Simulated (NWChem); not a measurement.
Everything below was run with NWChem. System: methanethiol (CH4S), charge 0, spin multiplicity 1, at a geometry optimised with PBE/def2-SVP. Level: MP2/def2-TZVP, 6 core orbitals frozen.

Job file:

```
start mol
memory heap 200 mb stack 900 mb global 1100 mb
geometry units angstroms nocenter noautoz
  C      1.054625     0.479435     0.000000
  S     -0.576532    -0.345506     0.000000
  H      1.208644     1.096323     0.906734
  H      1.807729    -0.331777     0.000000
  H      1.208644     1.096323    -0.906734
  H     -1.328245     0.790617     0.000000
  symmetry group Cs
end
basis spherical
  * library def2-tzvp
end
scf
  rhf
  nopen 0
  maxiter 100
  thresh 1e-7
  semidirect memsize 60000000 filesize 0
end
mp2
  freeze core 6
end
task mp2 energy
```

Output (cleaned and shortened):

```
             Northwest Computational Chemistry Package (NWChem) 7.3.0
             --------------------------------------------------------

                                NWChem Input Module
                                -------------------

 Scaling coordinates for geometry "geometry" by  1.889725989
 (inverse scale =  0.529177249)

 Turning off AUTOSYM since
 SYMMETRY directive was detected!

                             Geometry "geometry" -> ""
                             -------------------------

 Output coordinates in angstroms (scale by  1.889725989 to convert to a.u.)

  No.       Tag          Charge          X              Y              Z
 ---- ---------------- ---------- -------------- -------------- --------------
    1 C                    6.0000     1.05462500     0.47943500     0.00000000
    2 S                   16.0000    -0.57653200    -0.34550600     0.00000000
    3 H                    1.0000     1.20864400     1.09632300     0.90673400
    4 H                    1.0000     1.80772900    -0.33177700     0.00000000
    5 H                    1.0000     1.20864400     1.09632300    -0.90673400
    6 H                    1.0000    -1.32824500     0.79061700     0.00000000

 Effective nuclear repulsion energy (a.u.)      55.7757981207

            Nuclear Dipole moment (a.u.)
            ----------------------------
        X                 Y               Z
 ---------------- ---------------- ----------------
     0.0000188973     0.0000000000     0.0000000000

      Symmetry information
      --------------------

 Group name             Cs
 Group number              2
 Group order               2
 No. of unique centers     5

      Symmetry unique atoms

     1    2    3    4    6


 Summary of "ao basis" -> "" (spherical)
 ------------------------------------------------------------------------------
       Tag                 Description            Shells   Functions and Types
 ---------------- ------------------------------  ------  ---------------------
 *                         def2-tzvp                  on all atoms

 Summary of "ao basis" -> "ao basis" (spherical)
 ------------------------------------------------------------------------------
       Tag                 Description            Shells   Functions and Types
 ---------------- ------------------------------  ------  ---------------------
 C                         def2-tzvp                11       31   5s3p2d1f
 S                         def2-tzvp                13       37   5s5p2d1f
 H                         def2-tzvp                 4        6   3s1p

                                 NWChem SCF Module
                                 -----------------

  ao basis        = "ao basis"
  functions       =    92
  atoms           =     6
  closed shells   =    13
  open shells     =     0
  charge          =   0.00
  wavefunction    = RHF
  use symmetry    = T
  symmetry adapt  = T

 Summary of "ao basis" -> "ao basis" (spherical)
 ------------------------------------------------------------------------------
       Tag                 Description            Shells   Functions and Types
 ---------------- ------------------------------  ------  ---------------------
 C                         def2-tzvp                11       31   5s3p2d1f
 S                         def2-tzvp                13       37   5s5p2d1f
 H                         def2-tzvp                 4        6   3s1p

      Symmetry analysis of basis
      --------------------------

        a'         62
        a"         30

 Forming initial guess at       0.0s

      Superposition of Atomic Density Guess
      -------------------------------------

 Sum of atomic energies:        -437.15006634

      Non-variational initial energy
      ------------------------------

 Total energy =    -437.945110
 1-e energy   =    -712.196754
 2-e energy   =     218.475845
 HOMO         =      -0.286261
 LUMO         =       0.042395

      Symmetry analysis of molecular orbitals - initial
      -------------------------------------------------

  Numbering of irreducible representations:

     1 a'          2 a"

  Orbital symmetries:

     1 a'          2 a'          3 a'          4 a'          5 a'
     6 a"          7 a'          8 a'          9 a'         10 a"
    11 a'         12 a'         13 a"         14 a'         15 a'
    16 a'         17 a'         18 a"         19 a'         20 a'
    21 a"         22 a'         23 a'

 Starting SCF solution at       0.6s

 ----------------------------------------------
         Quadratically convergent ROHF

 Convergence threshold     :          1.000E-07
 Maximum no. of iterations :          100
 Final Fock-matrix accuracy:          1.000E-09
 ----------------------------------------------

              iter       energy          gnorm     gmax       time
             ----- ------------------- --------- --------- --------
                 1     -437.7239063656  4.81D-01  1.12D-01      0.6
                 2     -437.7459393893  1.59D-01  5.42D-02      0.6
                 3     -437.7485839045  1.23D-02  3.08D-03      0.7
                 4     -437.7486027184  8.55D-05  1.99D-05      0.9
                 5     -437.7486027194  2.49D-09  6.17D-10      1.1

       Final RHF  results
       ------------------

         Total SCF energy =   -437.748602719432
      One-electron energy =   -714.074212485242
      Two-electron energy =    220.549811645120
 Nuclear repulsion energy =     55.775798120690

        Time for solution =      0.6s

       Symmetry analysis of molecular orbitals - final
       -----------------------------------------------

  Numbering of irreducible representations:

     1 a'          2 a"

  Orbital symmetries:

     1 a'          2 a'          3 a'          4 a'          5 a'
     6 a"          7 a'          8 a'          9 a'         10 a"
    11 a'         12 a'         13 a"         14 a'         15 a'
    16 a'         17 a'         18 a"         19 a'         20 a'
    21 a"         22 a'         23 a'

             Final eigenvalues
             -----------------

              1
    1  -91.9505
    2  -11.2639
    3   -8.9541
    4   -6.6356
    5   -6.6347
    6   -6.6339
    7   -1.0296
    8   -0.8607
    9   -0.6014
   10   -0.5846
   11   -0.5228
   12   -0.4589
   13   -0.3566
   14    0.1252
   15    0.1636
   16    0.2073
   17    0.2116
   18    0.2133
   19    0.3022
   20    0.3260
   21    0.3380
   22    0.3714
   23    0.3993

                       ROHF Final Molecular Orbital Analysis
                       -------------------------------------

 Vector   11  Occ=2.000000D+00  E=-5.227544D-01  Symmetry=a'
              MO Center=  2.8D-01,  1.6D-01, -3.4D-15, r^2= 2.3D+00
   Bfn.  Coefficient  Atom+Function         Bfn.  Coefficient  Atom+Function
  ----- ------------  ---------------      ----- ------------  ---------------
    46      0.294785  2 S  px                 6     -0.239121  1 C  px
     9     -0.225394  1 C  px                76     -0.190995  4 H  s
    88     -0.183045  6 H  s

 Vector   12  Occ=2.000000D+00  E=-4.589216D-01  Symmetry=a'
              MO Center= -3.1D-01, -2.4D-01, -1.7D-14, r^2= 2.2D+00
   Bfn.  Coefficient  Atom+Function         Bfn.  Coefficient  Atom+Function
  ----- ------------  ---------------      ----- ------------  ---------------
    47      0.375592  2 S  py                36     -0.246187  2 S  s
    35     -0.231534  2 S  s                 50      0.232479  2 S  py
    44      0.176483  2 S  py                34      0.151572  2 S  s

 Vector   13  Occ=2.000000D+00  E=-3.566439D-01  Symmetry=a"
              MO Center= -4.7D-01, -2.4D-01,  7.4D-16, r^2= 1.9D+00
   Bfn.  Coefficient  Atom+Function         Bfn.  Coefficient  Atom+Function
  ----- ------------  ---------------      ----- ------------  ---------------
    48      0.511196  2 S  pz                51      0.412923  2 S  pz
    45      0.234625  2 S  pz                39     -0.182981  2 S  pz

 Vector   14  Occ=0.000000D+00  E= 1.252465D-01  Symmetry=a'
              MO Center=  3.1D-01,  5.6D-01, -4.6D-16, r^2= 6.4D+00
   Bfn.  Coefficient  Atom+Function         Bfn.  Coefficient  Atom+Function
  ----- ------------  ---------------      ----- ------------  ---------------
     5      3.852078  1 C  s                 77     -1.496763  4 H  s
    71     -1.439882  3 H  s                 83     -1.439882  5 H  s
    89     -1.192047  6 H  s                 49     -0.874607  2 S  px
    50      0.399495  2 S  py                 4     -0.297385  1 C  s
    12      0.270326  1 C  px                 3      0.219082  1 C  s

 Vector   15  Occ=0.000000D+00  E= 1.636223D-01  Symmetry=a'
              MO Center= -2.5D-01,  4.1D-01,  2.7D-18, r^2= 6.7D+00
   Bfn.  Coefficient  Atom+Function         Bfn.  Coefficient  Atom+Function
  ----- ------------  ---------------      ----- ------------  ---------------
     5      2.595392  1 C  s                 36     -1.893918  2 S  s
    89      1.174636  6 H  s                 50     -0.913116  2 S  py
    77     -0.868849  4 H  s                 71     -0.814655  3 H  s
    83     -0.814655  5 H  s                 12     -0.553526  1 C  px
    49     -0.459605  2 S  px                 9     -0.234055  1 C  px

 Vector   16  Occ=0.000000D+00  E= 2.072631D-01  Symmetry=a'
              MO Center=  8.1D-02,  2.3D-01,  4.5D-14, r^2= 5.6D+00
   Bfn.  Coefficient  Atom+Function         Bfn.  Coefficient  Atom+Function
  ----- ------------  ---------------      ----- ------------  ---------------
     5      2.097568  1 C  s                 71     -1.750185  3 H  s
    83     -1.750185  5 H  s                 49      1.334450  2 S  px
    13      1.171186  1 C  py                12      1.039561  1 C  px
    89      0.700931  6 H  s                 77     -0.628998  4 H  s
    36      0.580166  2 S  s                  4     -0.570717  1 C  s

 center of mass
 --------------
 x =  -0.11250884 y =  -0.10318314 z =   0.00000000

 moments of inertia (a.u.)
 ------------------
          40.183710453400         -47.452951956778           0.000000000000
         -47.452951956778         119.548582346132           0.000000000000
           0.000000000000           0.000000000000         147.896357244345

  Mulliken analysis of the total density
  --------------------------------------

    Atom       Charge   Shell Charges
 -----------   ------   -------------------------------------------------------
    1 C    6     6.31   0.85  1.12  0.47  0.72  0.04  1.20  1.46  0.35  0.02  0.07  0.00
    2 S   16    16.19   2.01  0.49  1.48  1.04  0.80  4.18  1.69  0.88  2.32  1.18  0.04  0.08  0.01
    3 H    1     0.88   0.26  0.49  0.11  0.02
    4 H    1     0.88   0.26  0.49  0.11  0.02
    5 H    1     0.88   0.26  0.49  0.11  0.02
    6 H    1     0.87   0.23  0.50  0.12  0.02

       Multipole analysis of the density wrt the origin
       ------------------------------------------------

     L   x y z        total         open         nuclear
     -   - - -        -----         ----         -------
     0   0 0 0     -0.000000      0.000000     26.000000

     1   1 0 0      0.369986      0.000000      0.000019
     1   0 1 0      0.528649      0.000000      0.000000
     1   0 0 1      0.000000      0.000000      0.000000

     2   2 0 0    -14.314747      0.000000     71.226268
     2   1 1 0     -0.954719      0.000000     25.787018
     2   1 0 1      0.000000      0.000000      0.000000
     2   0 2 0    -15.299279      0.000000     22.955292
     2   0 1 1     -0.000000      0.000000      0.000000
     2   0 0 2    -16.943104      0.000000      5.872019

                   NWChem MP2 Semi-direct Energy/Gradient Module
                   ---------------------------------------------

  Basis functions       =     92
  Molecular orbitals    =     92
  Frozen core           =      6
  Frozen virtuals       =      0
  Active alpha occupied =      7
  Active beta occupied  =      7
  Active alpha virtual  =     79
  Active beta virtual   =     79
  Use MO symmetry       = T
  Use skeleton AO sym   = T

  AO/Fock/Back tols     =   1.0D-09  1.0D-09  1.0D-09

 GA uses MA = F    GA memory limited = T

 Available:
  local mem=  1.26D+08
 global mem=  1.44D+08
 local disk=  0.00D+00
  mp2_memr nvloc                    79
  nvloc new                    79
   1 passes of   7:        5242880                      44905                   8029845.
   1 passes of   7: M    126149747           G      144162272           F     120906867.

 Semi-direct pass number   1 of   1  for RHF alpha+beta  at        1.2s
  vrange nnbf                  4263
  mp2_eaftype                    30  avail_ma_in_mb                  1099
 EAF : mp2_eaftype filesize          30    4014922.
  mp2_eaf for mointskh                     30
Node 0 wrote     18.9 Mb in      0.0 s     Agg I/O rate:  1646.0 Mb/s
 Done moints_semi at        2.8s
  mp2_eaftype                    30  avail_ma_in_mb                  1069
 EAF : mp2_eaftype filesize          30    4014922.
  mp2_eaf for kh                    30
 Done maket at        2.8s
 Done multipass loop at        2.8s

          -------------------------------------------
          SCF energy                -437.748602719432
          Correlation energy          -0.349583393508
          Singlet pairs               -0.235598494789
          Triplet pairs               -0.113984898718
          Total MP2 energy          -438.098186112939
          -------------------------------------------

          ---------------------------------------------------
                    Spin Component Scaled (SCS) MP2
          Same spin pairs                     -0.075989932479
          Same spin scaling factor             0.333333333333
          Opposite spin pairs                 -0.273593461029
          Opposite spin scaling fact.          1.200000000000
          SCS-MP2 correlation energy          -0.353642130727
          Total SCS-MP2 energy              -438.102244850159
          ---------------------------------------------------

 -----------------------
 Performance information
 -----------------------

 Timer overhead =  9.61D-08 seconds/call

               Nr. of calls         CPU time (s)                 Wall time (s)                GFlops
             ---------------    -------------------     ------------------------------   -------------------
Name         Min   Avg   Max    Min     Avg     Max     Min     Avg     Max   Mx/calls   Min     Max     Sum
mp2: moin     1     1     1    1.6     1.6     1.6      1.6     1.6     1.6     1.6      0.0     0.0     0.0
mp2: make     1     1     1   6.05E-2 6.05E-2 6.05E-2  6.05E-2 6.05E-2 6.05E-2 6.05E-2   0.0     0.0     0.0
mp2: tota     1     1     1    1.7     1.7     1.7      1.7     1.7     1.7     1.7      0.0     0.0     0.0

 The average no. of pstat calls per process was 3.00D+00
 with a timing overhead of 2.88D-07s

 Task  times  cpu:        2.8s     wall:        2.8s

 Total times  cpu:        2.8s     wall:        2.8s
```
